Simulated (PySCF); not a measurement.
First hyperpolarisability: SMILES Cc1cc[nH]n1, C4H6N2

Molfile (atoms numbered from 1):
```
C4H6N2
     RDKit          3D

 12 12  0  0  0  0  0  0  0  0999 V2000
   -1.8527   -0.0463   -0.4525 C   0  0  0  0  0  0  0  0  0  0  0  0
   -0.4134   -0.0998   -0.0831 C   0  0  0  0  0  0  0  0  0  0  0  0
    0.5161    0.9605   -0.0099 C   0  0  0  0  0  0  0  0  0  0  0  0
    1.6971    0.3707    0.3669 C   0  0  0  0  0  0  0  0  0  0  0  0
    1.4345   -0.9438    0.4930 N   0  0  0  0  0  0  0  0  0  0  0  0
    0.1628   -1.2523    0.2283 N   0  0  0  0  0  0  0  0  0  0  0  0
   -2.3944    0.6715    0.1679 H   0  0  0  0  0  0  0  0  0  0  0  0
   -1.9832    0.2565   -1.4947 H   0  0  0  0  0  0  0  0  0  0  0  0
   -2.3045   -1.0293   -0.3218 H   0  0  0  0  0  0  0  0  0  0  0  0
    0.3448    2.0065   -0.2055 H   0  0  0  0  0  0  0  0  0  0  0  0
    2.6789    0.7782    0.5487 H   0  0  0  0  0  0  0  0  0  0  0  0
    2.0683   -1.6736    0.7636 H   0  0  0  0  0  0  0  0  0  0  0  0
  1  2  1  0
  2  3  1  0
  3  4  2  0
  4  5  1  0
  5  6  1  0
  6  2  2  0
  1  7  1  0
  1  8  1  0
  1  9  1  0
  3 10  1  0
  4 11  1  0
  5 12  1  0
M  END
```

The calculation used quadratic response CAM-B3LYP/def2-TZVPD first hyperpolarisability, Taylor convention, gas phase in PySCF 2.14.0. Geometry: PBE0-D3(BJ)/def2-TZVP.

Problem. What is the first hyperpolarisability, and how does it disperse?

Solution. In 10⁻³⁰ esu, Taylor convention; the vector part is βᵢ = ⅓ Σⱼ (βᵢⱼⱼ + βⱼᵢⱼ + βⱼⱼᵢ); β∥ is 3/5 of the vector part along the dipole, the dipole points from − to +:
| process | λ (nm) | β vector norm | β∥ | β HRS | depolarisation ratio |
| --- | --- | --- | --- | --- | --- |
| static β(0;0,0) | ∞ | 0.47 | -0.21 | 0.23 | 3.18 |
| second harmonic β(−2ω;ω,ω) | 1907 | 0.48 | -0.21 | 0.24 | 3.15 |
| Pockels β(−ω;ω,0) | 1907 | 0.47 | -0.21 | – | – |
| second harmonic β(−2ω;ω,ω) | 1064 | 0.52 | -0.23 | 0.26 | 3.10 |
| Pockels β(−ω;ω,0) | 1064 | 0.48 | -0.21 | – | – |

Problem. Which lowest excitations, dipole and polarisabilities go with it?

Solution. S1 6.48 eV (f = 0.012); S2 6.52 eV (f = 0.001); S3 6.70 eV (f = 0.061); dipole 1.96 D; isotropic α 60.5 au static, 60.6 au at 1907 nm, 61.0 au at 1064 nm, 61.2 au at 953.5 nm, 62.8 au at 532 nm.
